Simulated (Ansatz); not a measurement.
# AlHSCl (SMILES [SH][Al][Cl]): levels of theory compared

We compute a comparison of 6 runs (UHF/STO-3G, UBHLYP/STO-3G, UCAM-B3LYP/STO-3G, USVWN5/STO-3G, RPA@PBE/STO-3G, UCCSDT(Q)/STO-3G) of AlHSCl. 

The calculation is run with Ansatz 0.2.0.

73 further runs of the same task are left out: 8 that didn't finish, 65 set aside as unsound or not needed.

### 1 Starting point

AlHSCl has 4 atoms, charge 0, and is taken as a doublet. SMILES: `[SH][Al][Cl]`. The H4–S1 distance was set to 2.017 Å, away from the relaxed value. At this shape a bond of the SMILES string is far longer than usual.

Bond lengths: S1–Al2 2.193 Å, Al2–Cl3 2.107 Å. Angles: S1–Al2–Cl3 115.5°. A long bond or contact: S1–H4 2.017 Å.

### 2 A single-point energy at UHF/STO-3G (run 1)

File in.yaml:

```yaml
crystal:
  periodic: [false, false, false]
  atoms:
    - {symbol: S, position_ang: [0.767883, 0.483326, -1.049234]}
    - {symbol: Al, position_ang: [-0.066017, -1.027474, 0.304566]}
    - {symbol: Cl, position_ang: [0.554283, -3.008974, -0.053534]}
    - {symbol: H, position_ang: [-0.216400, 1.988100, -0.135600]}
basis:
  gaussian:
    orbitals: STO-3G
magnetization:
  spin_polarized: true
  initial_magnetization: 1
hamiltonian:
  xc: hf
accuracy: high
```

Command:

```bash
$ ansatz run in.yaml --threads 1 --pin off --max-ram 2610MiB --events-out events.jsonl --progress --plain --runs-dir runs
```

The log of the run:

```text
Warning: RAYON_NUM_THREADS=1 ignored (pool sized by the plan → 1); use --threads N
Functional definition: HF
  name "HF"
  exchange = exact_x
  correlation = 0
502 factors; integrals over basis functions are off by at most 2.3e-8 eV
mean field evaluation 1: about -29584.0189 eV, gradient 1.4e1 eV
mean field evaluation 2: about -29584.0456 eV, gradient 1.4e1 eV
mean field evaluation 4: about -29586.5956 eV, gradient 1.8e0 eV
mean field evaluation 8: about -29586.7096 eV, gradient 9.3e-2 eV
mean field evaluation 16: about -29587.6172 eV, gradient 1.4e-3 eV
mean field evaluation 32: about -29587.5670 eV, gradient 8.6e-2 eV
mean field evaluation 64: about -29586.2744 eV, gradient 1.9e-1 eV
mean field evaluation 96: about -29587.5471 eV, gradient 4.8e-2 eV
mean field evaluation 128: about -29586.2465 eV, gradient 2.2e-4 eV
mean field -29587.60295697 eV, -1087.3243534712 hartree, gradient 2.6e-8 eV, S^2 1.416031; 3 other end points of the search recorded, 0 dependent functions left out
reference -29587.60295697 eV, -1087.3243534712 hartree; 24, 23 occupied and 4, 5 virtual orbitals, 502 factors
Total energy: -29587.60295697 eV, -1087.3243534712 hartree
```

Run time: 0.89 s. Hardware: 1 thread of Arm Neoverse V1, shared host.

### 3 The energy at UBHLYP/STO-3G (run 2)

File job.yaml:

```yaml
crystal:
  periodic: [false, false, false]
  atoms:
    - {symbol: S, position_ang: [0.767883, 0.483326, -1.049234]}
    - {symbol: Al, position_ang: [-0.066017, -1.027474, 0.304566]}
    - {symbol: Cl, position_ang: [0.554283, -3.008974, -0.053534]}
    - {symbol: H, position_ang: [-0.216400, 1.988100, -0.135600]}
basis:
  gaussian: {orbitals: STO-3G}
magnetization: {spin_polarized: true, initial_magnetization: 1}
hamiltonian: {xc: {name: BHLYP}}
accuracy: high
```

Command:

```bash
$ ansatz run job.yaml --threads 1 --pin off --max-ram 2610MiB --events-out events.jsonl --progress --plain --runs-dir runs
```

The log of the run:

```text
Warning: RAYON_NUM_THREADS=1 ignored (pool sized by the plan → 1); use --threads N
Functional definition: BHLYP
  name "BHLYP"
  parameter a = 0.5
  exchange = (1 - a)*b88_x + a*exact_x
  correlation = lyp_c
502 factors; integrals over basis functions are off by at most 2.3e-8 eV
mean field evaluation 1: about -29627.4088 eV, gradient 2.1e1 eV
mean field evaluation 2: about -29606.6861 eV, gradient 5.6e1 eV
mean field evaluation 4: about -29634.0483 eV, gradient 4.5e0 eV
mean field evaluation 8: about -29634.5287 eV, gradient 3.1e-1 eV
mean field evaluation 16: about -29634.5441 eV, gradient 1.4e-3 eV
mean field -29634.54409360 eV, -1089.0494084245 hartree, gradient 3.9e-8 eV, S^2 1.014448; 0 other end points of the search recorded, 0 dependent functions left out
reference -29634.54411401 eV, -1089.0494091745 hartree; 24, 23 occupied and 4, 5 virtual orbitals, 502 factors
Total energy: -29634.54411401 eV, -1089.0494091745 hartree
```

Run time: 3.3 s. Hardware: 1 thread of Arm Neoverse V1, shared host; peak memory 0.15 GiB.

Run 3 isn't shown in full; the table further down has it.

### 4 The energy at USVWN5/STO-3G (run 4)

File in.yaml:

```yaml
crystal:
  periodic: [false, false, false]
  atoms:
    - symbol: S
      position_ang: [0.767883, 0.483326, -1.049234]
    - symbol: Al
      position_ang: [-0.066017, -1.027474, 0.304566]
    - symbol: Cl
      position_ang: [0.554283, -3.008974, -0.053534]
    - symbol: H
      position_ang: [-0.216400, 1.988100, -0.135600]
basis:
  gaussian: {orbitals: STO-3G}
magnetization: {spin_polarized: true, initial_magnetization: 1}
hamiltonian: {xc: {name: SVWN5}}
accuracy: high
```

Command:

```bash
$ ansatz run in.yaml --threads 1 --pin off --max-ram 2610MiB --events-out events.jsonl --progress --plain --runs-dir runs
```

The log of the run:

```text
Warning: RAYON_NUM_THREADS=1 ignored (pool sized by the plan → 1); use --threads N
Functional definition: SVWN5
  name "SVWN5"
  exchange = slater_x
  correlation = vwn5_c
502 factors; integrals over basis functions are off by at most 2.3e-8 eV
mean field evaluation 1: about -29514.8972 eV, gradient 2.6e1 eV
mean field evaluation 2: about -29430.5305 eV, gradient 8.6e1 eV
mean field evaluation 4: about -29521.8499 eV, gradient 1.8e1 eV
mean field evaluation 8: about -29524.9126 eV, gradient 6.9e-2 eV
mean field evaluation 16: about -29524.8698 eV, gradient 1.0e-5 eV
mean field -29524.86980828 eV, -1085.0189527786 hartree, gradient 6.2e-8 eV, S^2 0.751626; 1 other end points of the search recorded, 0 dependent functions left out
reference -29524.86981010 eV, -1085.0189528457 hartree; 24, 23 occupied and 4, 5 virtual orbitals, 502 factors
Total energy: -29524.86981010 eV, -1085.0189528457 hartree
```

Wall time 1.7 s (1 thread of Arm Neoverse V1, shared host); peak memory 0.12 GiB.

Run 5 isn't shown in full; the table further down has it.

### 5 A single-point energy at UCCSDT(Q)/STO-3G (run 6)

in.yaml, as its differences from that of step 4:

```diff
@@ -1 +1,3 @@
+basis:
+  gaussian: {orbitals: STO-3G}
 crystal:
@@ -11,6 +13,5 @@
       position_ang: [-0.216400, 1.988100, -0.135600]
-basis:
-  gaussian: {orbitals: STO-3G}
 magnetization: {spin_polarized: true, initial_magnetization: 1}
-hamiltonian: {xc: {name: SVWN5}}
+correlation: {method: ccsdt_q, frozen_orbitals: {Al: 5, Cl: 5, H: 0, S: 5}}
 accuracy: high
+scf: {omitted_lower_state_checks: [cluster_reference, increment]}
```

Command:

```bash
$ ansatz run in.yaml --threads 1 --pin off --max-ram 2610MiB --events-out events.jsonl --progress --plain --runs-dir runs
```

The log of the run:

```text
Warning: RAYON_NUM_THREADS=1 ignored (pool sized by the plan → 1); use --threads N
[... 16 lines left out ...]
15 core orbitals not correlated: weight in the atoms' cores, before any rotation towards them, 0.999 or more for the frozen orbitals, at most 0.000 for the correlated occupied ones
[... 52 lines left out ...]
Total energy: -29589.71835431 eV, -1087.4020928896 hartree
Checks for a lower state left out: cluster_reference, increment
```

It took 2.8 s on 1 thread of Arm Neoverse V1, shared host; peak memory 0.11 GiB.

### 6 All runs side by side

| run | level | frozen core orbitals | energy (Eh) | ⟨S²⟩ | wall time |
| --- | --- | --- | --- | --- | --- |
| 1 | UHF/STO-3G | – | -1087.324353 | 1.416 | 0.89 s |
| 2 | UBHLYP/STO-3G | – | -1089.049409 | 1.014 | 3.3 s |
| 3 | UCAM-B3LYP/STO-3G | – | -1088.969584 | 0.835 | 7.5 s |
| 4 | USVWN5/STO-3G | – | -1085.018953 | 0.752 | 1.7 s |
| 5 | RPA@PBE/STO-3G | 15 | -1087.435015 | 0.753 | 3.9 s |
| 6 | UCCSDT(Q)/STO-3G | 15 | -1087.402093 | 1.416 | 2.8 s |

### 7 What came out

| quantity | value |
| --- | --- |
| run 6: total energy | -1087.40209 Eh |
| run 6: correlation energy (15 core orbitals frozen) | -77.7 mEh |
| run 6: ⟨S²⟩ of the reference determinant | 1.416 |
| run 6: T1 diagnostic | 0.074 |

Totals of different functionals can't be ranked against each other. In runs 1, 2, 3, 4, 5, 6 the basis is minimal, so the values are rough. Spin contamination of the reference: run 1 ⟨S²⟩ = 1.42, run 6 ⟨S²⟩ = 1.42, run 2 ⟨S²⟩ = 1.01. Where it is this large, the reference is a mixture of spin states, and values that rest on it are in doubt. All runs together took 20 s, the longest 7.5 s.
